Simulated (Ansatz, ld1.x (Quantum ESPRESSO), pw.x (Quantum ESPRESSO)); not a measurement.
# pw.x on bcc Al: one setting changed

Potential: norm-conserving Troullier–Martins (Kleinman–Bylander form), ld1.x (Quantum ESPRESSO) 7.5, PBEsol; core [Ne], reference 3s2 3p1; waves: 3p (bound): rc 2.95 bohr; 3d channel at 0.04 Ry: rc 2.65 bohr; 3s (bound): rc 1.45 bohr; local part: the s channel; core correction: Bessel-smoothed model core inside 1.20 bohr.

The reference run (k-mesh 14³, cutoffs 85/340 Ry, Fermi–Dirac 0.01 Ry, mixing_beta 0.4, conv_thr 1e-9, no spin) gives -0.83 GPa at 16.575 Å³/atom, where all-electron LAPW gives 0.16 GPa. This run, with its own iteration cap, changes degauss to 0.002.

```
&control
  calculation='scf', prefix='x', pseudo_dir='./', outdir='./tmp', tstress=.true., disk_io='none'
/
&system
  ibrav=0, nat=1, ntyp=1, ecutwfc=85, ecutrho=340, nbnd=8,
  occupations='smearing', smearing='fd', degauss=0.002
/
&electrons
  conv_thr=1e-09, mixing_beta=0.4, electron_maxstep=70
/
ATOMIC_SPECIES
Al 1.0 Al.UPF
CELL_PARAMETERS angstrom
  -1.60619344 1.60619344 1.60619344
  1.60619344 -1.60619344 1.60619344
  1.60619344 1.60619344 -1.60619344
ATOMIC_POSITIONS crystal
Al 0.0000 0.0000 0.0000
K_POINTS automatic
14 14 14 0 0 0
```

```bash
pw.x < Al.scf.in > Al.scf.out
```

Task: How does the run end?

Result: It converges in 6 iterations; the free energy moves by +12.0 meV/atom and the pressure by +0.08 GPa. In a metal, with Fermi–Dirac smearing, F lies below its zero-width value by a term in the square of the width.

```
Message from routine setup:
     using ibrav=0 with symmetry is DISCOURAGED, use correct ibrav instead
     lattice parameter (alat)  =       5.2572  a.u.
     unit-cell volume          =     111.8536 (a.u.)^3
     number of electrons       =         3.00
     number of Kohn-Sham states=            8
     kinetic-energy cutoff     =      85.0000  Ry
     charge density cutoff     =     340.0000  Ry
     scf convergence threshold =      1.0E-09
     Exchange-correlation= PBESOL
     number of k points=   104  Fermi-Dirac smearing, width (Ry)=  0.0020
     iteration #  1     ecut=    85.00 Ry     beta= 0.40
     total energy              =     -11.29500275 Ry
     estimated scf accuracy    <       0.00633532 Ry
     iteration #  2     ecut=    85.00 Ry     beta= 0.40
     total energy              =     -11.29399514 Ry
     estimated scf accuracy    <       0.00194160 Ry
     iteration #  3     ecut=    85.00 Ry     beta= 0.40
     total energy              =     -11.29411104 Ry
     estimated scf accuracy    <       0.00000167 Ry
     iteration #  4     ecut=    85.00 Ry     beta= 0.40
     total energy              =     -11.29411557 Ry
     estimated scf accuracy    <       0.00000038 Ry
     iteration #  5     ecut=    85.00 Ry     beta= 0.40
     total energy              =     -11.29411556 Ry
     estimated scf accuracy    <       0.00000009 Ry
     iteration #  6     ecut=    85.00 Ry     beta= 0.40
     the Fermi energy is     7.8386 ev
!    total energy              =     -11.29411556 Ry
     estimated scf accuracy    <          5.1E-10 Ry
     smearing contrib. (-TS)   =      -0.00012604 Ry
     The total energy is F=E-TS. E is the sum of the following terms:
     one-electron contribution =       2.96611231 Ry
     hartree contribution      =       0.00453724 Ry
     xc contribution           =      -8.86921340 Ry
     ewald contribution        =      -5.39542568 Ry
     convergence has been achieved in   6 iterations
          total   stress  (Ry/bohr**3)                   (kbar)     P=       -7.46
     Message from routine punch:
     Nothing written, as per user request (disk_io='none')
```

The run took about 7 s on one core of a shared host (Neoverse-V2, 32 threads, 247 GiB, load 46).
